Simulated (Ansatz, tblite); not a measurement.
**Zinc-blende BAs: properties by level of theory**

Reference values: lattice constant a 4.777 Å (measured, room temperature, not corrected to a static lattice; as tabulated in Lucero et al. (2012), arXiv:1111.4515); bulk modulus 142 GPa (measured, temperature not stated, no zero-point or thermal correction; as tabulated in PMC11618452 (zinc blende boron arsenide), quoting Tian et al.).

```json
[
 {"level (code)": "GFN1-xTB (tblite)", "lattice parameter a (Å)": "4.713", "bulk modulus (GPa)": "157"},
 {"level (code)": "LDA (Ansatz)", "lattice parameter a (Å)": "4.732", "bulk modulus (GPa)": "147"},
 {"level (code)": "revPBE (Ansatz)", "lattice parameter a (Å)": "4.833", "bulk modulus (GPa)": "126"},
 {"level (code)": "B3LYP (VWN-RPA form) (Ansatz)", "lattice parameter a (Å)": "4.822", "bulk modulus (GPa)": "132"}
]
```

Differences from the reference values (errors of the level alone only where the reference is corrected to a static lattice):

| level | lattice constant a (%) | bulk modulus (%) |
|---|---|---|
| GFN1-xTB | -1.34 | +10.6 |
| LDA | -0.94 | +3.5 |
| revPBE | +1.17 | -11.3 |
| B3LYP (VWN-RPA form) | +0.94 | -7.0 |

Nearest: lattice constant a, not ranked (reference at room or unstated temperature); bulk modulus, not ranked (reference at room or unstated temperature).

Caveats: the method was fitted mainly to molecules (GFN1-xTB); the run uses a supercell at the zone centre in place of a k mesh (GFN1-xTB). Ansatz's density-functional and Hartree–Fock values are scalar-relativistic unless marked +SOC, with PAW data made under PBE.

Differences are worked out from the printed values.

The computed numbers hold no vibrational or temperature effects.

Ansatz is an electronic-structure program.
